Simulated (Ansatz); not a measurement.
C3H4N2, SMILES `CC(=N)C#N`, relaxed with RKS PBE-D4/def2-SVP in Ansatz from a rough embedded geometry. The force threshold is 0.03 eV/Å; the program also tests the step.

Total charge 0; spin multiplicity 1.

Start:

```xyz
9

C    -0.648   -0.819    0.172
C     0.275    0.326   -0.177
N     0.655    0.588   -1.358
C     0.753    1.270    0.799
N     1.176    1.903    1.695
H    -1.421   -0.428    0.841
H    -1.024   -1.292   -0.679
H    -0.040   -1.493    0.790
H     0.273   -0.056   -2.082
```

| step | energy (eV) | largest force (eV/Å) | largest move (Å) |
| --- | --- | --- | --- |
| 1 | -6142.7288 | 2.914 | 0.000 |
| 2 | -6142.9244 | 1.043 | 0.098 |
| 3 | -6142.9625 | 0.437 | 0.083 |
| 4 | -6142.9738 | 0.217 | 0.020 |
| 5 | -6142.9785 | 0.101 | 0.022 |
| 6 | -6142.9819 | 0.025 | 0.042 |

End:

```xyz
9

C    -0.605   -0.783    0.211
C     0.285    0.350   -0.246
N     0.650    0.641   -1.444
C     0.781    1.202    0.829
N     1.150    1.851    1.733
H    -1.466   -0.394    0.791
H    -0.980   -1.359   -0.657
H    -0.047   -1.465    0.885
H     0.230   -0.042   -2.102
```

It took 7 s on 2 threads of an AMD EPYC 7B13 on a shared host, with 0.14 GiB of host memory at the peak.
